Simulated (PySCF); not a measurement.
Electric properties by functional and basis

Species: sodium diatomic, Na2.
InChI=1S/2Na

PySCF, dipoles from the SCF density, polarisabilities from static response with core orbitals frozen. Isolated species at its PBE0-D3(BJ)/def2-SVP geometry, gas phase.

Reference polarisability: 38.661 Å³ (computed, CCSD(T)/CBS, static electronic, isotropic average, equilibrium geometry, gas; Hait, Head-Gordon, Phys. Chem. Chem. Phys. 20 (2018) 19800). The anisotropy is √(½[(α1 − α2)² + (α2 − α3)² + (α3 − α1)²]).

```json
{"level": "LDA/def2-SVPD", "α (au)": "236.16", "error (%)": "-9.5", "anisotropy (au)": "153.81"}
{"level": "PBE/def2-SVPD", "α (au)": "246.29", "error (%)": "-5.6", "anisotropy (au)": "148.73"}
{"level": "B3LYP/def2-SVPD", "α (au)": "235.01", "error (%)": "-9.9", "anisotropy (au)": "149.56"}
{"level": "PBE0/def2-SVPD", "α (au)": "255.62", "error (%)": "-2.0", "anisotropy (au)": "144.25"}
{"level": "BHandHLYP/def2-SVPD", "α (au)": "240.54", "error (%)": "-7.8", "anisotropy (au)": "143.05"}
{"level": "CAM-B3LYP/def2-SVPD", "α (au)": "234.45", "error (%)": "-10.1", "anisotropy (au)": "141.47"}
{"level": "wB97X-D/def2-SVPD", "α (au)": "287.00", "error (%)": "+10.0", "anisotropy (au)": "176.34"}
{"level": "LC-wPBE/def2-SVPD", "α (au)": "267.84", "error (%)": "+2.7", "anisotropy (au)": "125.83"}
{"level": "HF/def2-SVPD", "α (au)": "281.34", "error (%)": "+7.8", "anisotropy (au)": "141.37"}
{"level": "PBE0/def2-SVP", "α (au)": "226.46", "error (%)": "-13.2", "anisotropy (au)": "178.69"}
{"level": "PBE0/6-31G*", "α (au)": "251.13", "error (%)": "-3.7", "anisotropy (au)": "136.54"}
{"level": "PBE0/6-31+G*", "α (au)": "252.03", "error (%)": "-3.4", "anisotropy (au)": "137.75"}
{"level": "PBE0/aug-cc-pVDZ", "α (au)": "253.32", "error (%)": "-2.9", "anisotropy (au)": "142.74"}
{"level": "PBE0/def2-TZVP", "α (au)": "249.14", "error (%)": "-4.5", "anisotropy (au)": "140.65"}
{"level": "PBE0/def2-TZVPD", "α (au)": "250.67", "error (%)": "-3.9", "anisotropy (au)": "140.33"}
{"level": "PBE0/aug-cc-pVTZ", "α (au)": "253.04", "error (%)": "-3.0", "anisotropy (au)": "142.56"}
```

For the polarisability, the smallest error is 2.0% (PBE0/def2-SVPD) and the largest 13.2% (PBE0/def2-SVP). The dipole stays under 0.05 D at every level. In one basis (def2-SVPD) the functionals order the polarisability from CAM-B3LYP (lowest) to wB97X-D (highest), a spread of 22%. With PBE0 the polarisability is 242.24 au without diffuse functions (mean of def2-SVP, 6-31G* and def2-TZVP) and 252.94 au with them (mean of def2-SVPD, 6-31+G*, aug-cc-pVDZ, def2-TZVPD and aug-cc-pVTZ).
